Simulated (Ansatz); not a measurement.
Working through a rigid torsion scan of C3H6O2, SMILES CC(=O)CO

With the Ansatz DFT code, driven from Python.

Typed at the interpreter:
```pycon
>>> import ansatz as az
>>> from ase import Atoms
>>> atoms = Atoms(["C", "C", "O", "C", "O", "H", "H", "H", "H", "H", "H"], positions=[
...     [-1.0166, -0.1922, 1.116],
...     [0.2618, -0.168, 0.4035],
...     [1.2685, -0.5125, 0.9606],
...     [0.3516, 0.2631, -1.0631],
...     [1.5976, 0.292, -1.6018],
...     [-1.749, -0.824, 0.6061],
...     [-1.4478, 0.8678, 1.0903],
...     [-0.8997, -0.4417, 2.138],
...     [-0.1615, 1.264, -1.1128],
...     [-0.2998, -0.4692, -1.6161],
...     [2.1601, -0.1363, -0.9],
... ])
>>> # relax first, so that the scan starts from a minimum
>>> first = az.Crystal.molecule_from_ase(atoms).calculation()
>>> first = first.basis(gaussian="def2-SVP").functional("B3LYP")
>>> first = first.relax(force_tolerance=0.02, max_steps=80)
>>> atoms.positions = first.run(threads=1, backend="cpu").report["positions_ang"]

>>> start = atoms.get_dihedral(1, 3, 4, 10)
>>> energies = {}
>>> for turn in range(0, 360, 40):
...     turned = atoms.copy()
...     turned.set_dihedral(1, 3, 4, 10, start + turn, indices=[4, 10])
...     job = az.Crystal.molecule_from_ase(turned).calculation().basis(gaussian="def2-SVP").functional("B3LYP")
...     energies[round((start + turn) % 360)] = job.run(threads=1, backend="cpu").report["free_energy_ev"]
...
>>> floor = min(energies.values())
>>> print("dihedral C1-C3-O4-H10 (deg)   E - E(min) (kcal/mol)")
dihedral C1-C3-O4-H10 (deg)   E - E(min) (kcal/mol)
>>> for angle, e in sorted(energies.items()):
...     print(f"{angle:8d} {23.060548 * (e - floor):14.3f}  " + "#" * int(30 * (e - floor) / max(max(energies.values()) - floor, 1e-9)))
...
       2          0.000
      42          2.643  #########
      82          6.243  ######################
     122          8.424  #############################
     162          7.943  ############################
     202          8.032  ############################
     242          8.440  ##############################
     282          6.160  #####################
     322          2.681  #########
```

Caveats:
- The scan is rigid and the energies are electronic, in a modest basis. With rigid groups the curve can differ much from the relaxed path, the start wasn't checked as a minimum of this torsion, and equivalent turns needn't return to the same energy.
- b3lyp holds the VWN-RPA fit, as in Gaussian; the form of ORCA and Turbomole is b3lyp5.
- Run time: 54 s on 1 thread of Intel(R) Xeon(R) Processor @ 2.70GHz, on a shared host, peak memory 0.28 GiB.

(Lines on the test bed's own set-up are left out of the output.)
